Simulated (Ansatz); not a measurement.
Basis-set extrapolation for tetrahydrofuran (PBE0-D4/def2-TZVP geometry, frozen core, Ansatz). Multiplicity 1, RHF reference.

```json
{"": "HF", "def2-TZVPP": "-231.067512", "def2-QZVPP": "-231.078248"}
{"": "MP2 correlation", "def2-TZVPP": "-0.917592", "def2-QZVPP": "-0.979265"}
{"": "CCSD(T) correlation", "def2-TZVPP": "-0.996559", "def2-QZVPP": "not run"}
```

Energies in hartree. Use E(X) = E(∞) + A·exp(−7.88·√X) for Hartree–Fock and E(X) = E(∞) + B·X^(−2.97) for correlation, with X = 3 and 4, and add CCSD(T) minus MP2 of the smaller set to the MP2 limit.

Q: What is the CCSD(T) energy at the basis-set limit?

A: HF limit: -231.078248 + (-0.010736) × 0.13774 = -231.07973. MP2 limit: -0.979265 + (-0.061673) × 0.74074 = -1.02495. Higher-order term: -0.996559 − (-0.917592) = -0.07897. Total: -232.18365 hartree, 314.0 kJ/mol below CCSD(T)/def2-TZVPP.
